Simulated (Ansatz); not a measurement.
# AlSiH4+ (triplet): from Hartree-Fock to the top rungs, cc-pVDZ

How much of the correlation energy of AlSiH4+ (triplet) does each wave-function method recover here?

Program: Ansatz 0.2.0, Gaussian basis. Level of theory: cc-pVDZ, core rule «outside noble gas», up to 10 orbitals frozen. These are calculated values, not measurements.

Plan: UHF; CCSD(T) on ROHF; CCSD(T) on UHF; BCCD(T) on ROHF; CISD as a restricted active space (open shells left free, so some higher excitations enter); CCSDT(Q) on ROHF; CCSDT(Q) on UHF; CASSCF and NEVPT2, 10 electrons in 10 orbitals.

15 further runs of the same task are left out: 4 that didn't finish, 11 set aside as unsound or not needed. Runs told in other sessions of the task aren't counted.

## 1. What is computed

The geometry is a PBE0/def2-TZVP stationary point (not a proven minimum) of the parent state, kept for this charge and spin.

6 atoms, charge 1, spin multiplicity 3.

Atoms are counted from 1 here; the program's logs count them from 0.

Bond lengths: Si1–Al2 2.477 Å, Si1–H3 1.492 Å, Si1–H4 1.492 Å, Si1–H5 1.492 Å, Al2–H6 1.605 Å. Angles: Al2–Si1–H3 115.7°, Al2–Si1–H4 109.2°, Al2–Si1–H5 109.2°, H3–Si1–H4 107.7°, H3–Si1–H5 107.7°, H4–Si1–H5 107.0°, Si1–Al2–H6 120.9°.

## 2. UHF

The input, in.yaml:

```yaml
crystal:
  periodic: [false, false, false]
  atoms:
    - {symbol: Si, position_ang: [0.000000, 0.049312, 1.158451]}
    - {symbol: Al, position_ang: [0.000000, -0.101211, -1.313837]}
    - {symbol: H, position_ang: [0.000000, 1.430438, 1.723316]}
    - {symbol: H, position_ang: [1.198904, -0.658842, 1.694066]}
    - {symbol: H, position_ang: [-1.198904, -0.658842, 1.694066]}
    - {symbol: H, position_ang: [0.000000, 1.222494, -2.220719]}
basis:
  gaussian: {orbitals: cc-pVDZ}
total_charge: 1
magnetization: {spin_polarized: true, initial_magnetization: 2}
hamiltonian: {xc: hf}
output: {orbitals: {seedname: orbitals}}
```

Started as:

```console
$ ansatz run in.yaml --threads 1 --pin off --events-out ev --progress --plain --max-ram 2393MiB
```

Further steps of the session: CCSD(T) on ROHF; CCSD(T) on UHF; BCCD(T) on ROHF; CISD as a restricted active space (open shells left free, so some higher excitations enter); CCSDT(Q) on ROHF; CCSDT(Q) on UHF; CASSCF and NEVPT2, 10 electrons in 10 orbitals.

Before running them: what should the planned runs give, taken together? Wanted: UCCSDT(Q) from the RHF energy; RMP2 from UCCSDT(Q); UMP2 from UCCSDT(Q); RCCSD from UCCSDT(Q); RCCSD(T) from UCCSDT(Q); UCCSD(T) from UCCSDT(Q); RCCSDT(Q) from UCCSDT(Q); NEVPT2 frontier from UCCSDT(Q); T1 diagnostic.

The runs gave:

| quantity | value |
| --- | --- |
| UCCSDT(Q) from the ROHF energy | -5.0169 eV |
| RMP2 from UCCSDT(Q) | +1338.9 meV |
| UMP2 from UCCSDT(Q) | +1292.8 meV |
| RCCSD from UCCSDT(Q) | +162.8 meV |
| RCCSD(T) from UCCSDT(Q) | +41.1 meV |
| UCCSD(T) from UCCSDT(Q) | +39.5 meV |
| RCCSDT(Q) from UCCSDT(Q) | +1.0 meV |
| NEVPT2 frontier from UCCSDT(Q) | +1112.8 meV |
| levels within 1 kcal/mol (43 meV) | RCCSD(T), UCCSD(T), BCCD(T), RCCSDT, UCCSDT, RCCSDT(Q) |
| T1 diagnostic | 0.042 |

What this shows: RCCSD(T) lands +41.1 meV from the yardstick (0.8 % of the correlation energy). These misses are within one basis, not against nature; the frozen cores of restricted and unrestricted runs differ, which can shift their rows.

With open shells the CI space here admits some higher excitations, so it is larger than plain CISD.
